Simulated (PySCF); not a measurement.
chloroform cation (CHCl3), SMILES ClC(Cl)Cl (connectivity only; charge and spin as stated), charge +1, multiplicity 2. Atoms are numbered in the order given.

```xyz
5

Cl    -1.4705     0.8490    -0.0585
C      0.0000     0.0000     0.2620
Cl     0.0000    -1.6980    -0.0585
Cl     1.4705     0.8490    -0.0585
H      0.0000     0.0000     1.4120
```
Charge +1, spin multiplicity 2.

Geometry: PBE0-D3(BJ)/def2-SVP. The spin state was assumed, not searched.

These are TDA-M06-2X/def2-SVPD (PySCF) values and carry that method's errors.

Vertical excitations; the highest root listed may be one member of a degenerate set. Isolated molecule, no solvent.

```
state    energy (eV)  λ (nm)      f                                     main pairs
-------  -----------  ------  -----  ---------------------------------------------
root 1          0.41    3025  0.000                              β HOMO→LUMO 100 %
root 2          1.18    1050  0.010  β HOMO−2→LUMO, β HOMO−3→LUMO (degenerate set)
root 3          1.18    1049  0.010  β HOMO−1→LUMO, β HOMO−4→LUMO (degenerate set)
root 4          1.80     689  0.045  β HOMO−4→LUMO, β HOMO−1→LUMO (degenerate set)
root 5          1.80     689  0.045  β HOMO−3→LUMO, β HOMO−2→LUMO (degenerate set)
root 6          5.20     238  0.013                 β HOMO−5→LUMO (degenerate set)
root 7          5.20     238  0.013                 β HOMO−6→LUMO (degenerate set)
root 8          5.95     208  0.005                             β HOMO−7→LUMO 96 %
root 9          6.29     197  0.000           α HOMO→LUMO 41 %, β HOMO→LUMO+1 45 %
root 10         6.63     187  0.004       α HOMO−2→LUMO 17 %, β HOMO−2→LUMO+1 64 %
```
Unrestricted roots are not spin-pure.
